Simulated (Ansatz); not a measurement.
## Worked example: correlation energy of GeCl$_{2}$, singlet

Geometry: a PBE0/def2-TZVP stationary point for this spin, not checked as a minimum.

```yaml
atoms:
  - { symbol: Ge, position_ang: [0.0000, -0.6920, 0.0000] }
  - { symbol: Cl, position_ang: [0.0000, 0.7089, -1.6730] }
  - { symbol: Cl, position_ang: [0.0000, 0.7089, 1.6730] }
```

Basis cc-pVTZ; Ansatz 0.2.0. Correlated methods freeze the noble-gas cores and the filled d shells of p-block atoms, which leaves 18 electrons in 87 orbitals. Prefix R: restricted or restricted open-shell reference. No spin–orbit coupling is included, and no scalar relativity.

Full CI isn't at hand for all of this; RCCSDT(Q) serves as the reference, and is uncertain by about the last step of the cluster series.

Runs differ by some tens of microhartree through their thresholds, so steps under 0.03 kcal/mol mean nothing.

| level | total energy (hartree) |
| --- | --- |
| RHF | -2994.537847 |
| RMP2 | -2995.001168 |
| RCCSD | -2995.038011 |
| RCCSD(T) | -2995.060632 |
| RCCSDT | -2995.061799 |
| RCCSDT(Q) | -2995.063061 |

Question: What is the correlation energy at RCCSDT(Q), and what share of it do RMP2 and RCCSD(T) recover?

Answer: E(corr) = -2995.063061 − (-2994.537847) = -0.525214 hartree = -14.292 eV. RMP2: -0.463321 / -0.525214 = 88.22 %. RCCSD(T): -0.522785 / -0.525214 = 99.54 %.

Question: By how many kcal/mol does RCCSD(T) miss RCCSDT(Q) (1 hartree = 627.509 kcal/mol), and which steps make up the rest?

Answer: -2995.060632 − (-2995.063061) = 0.002429 hartree = 1.52 kcal/mol. Steps: RCCSDT − RCCSD(T) = -0.73, RCCSDT(Q) − RCCSDT = -0.79 kcal/mol. Differences between like states or geometries often cancel part of this.
